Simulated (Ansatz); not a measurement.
C5H5F can be A, `C=C(F)C#CC`, or B, `FC1=CC=CC1`.

Isolated molecules relaxed with PBE0-D4/def2-TZVP in Ansatz; ΔE leaves out vibrations. CBS: MP2 limit from def2 TZ/QZ plus the TZ coupled-cluster correction, frozen cores. Functionals use def2-TZVPP. B3LYP here is the variant with VWN-RPA as its local correlation; programs differ in this.

Task: Which is lower in electronic energy at CCSD(T)/CBS, and by how much? (Best estimate.)

Result: Computed: B, by 114.3 kJ/mol.

Task: Give E(B) − E(A) in kJ/mol with B2PLYP, B3LYP, B3LYP-D4, PBE0-D4, CCSD(T)/def2-TZVPP, PBE-D4, MP2/def2-TZVPP. (An estimate is asked.)

Result: Computed: B2PLYP -99.5, B3LYP -93.6, B3LYP-D4 -101.3, PBE0-D4 -129.7, CCSD(T)/def2-TZVPP -113.4, PBE-D4 -117.2, MP2/def2-TZVPP -113.7. None reverses the order clearly.

Largest T1 diagnostic: 0.012.

The D4 term adds −7.6 kJ/mol with B3LYP and −3.7 kJ/mol with PBE0; it sums over pairs of atoms, weighted by their polarisabilities, and B3LYP, whose exchange is more repulsive, gets the larger term. In def2-TZVPP, CCSD(T) changes the Hartree–Fock value by −18.0 kJ/mol (the triples alone add −1.4 kJ/mol) and MP2 by −18.4 kJ/mol.
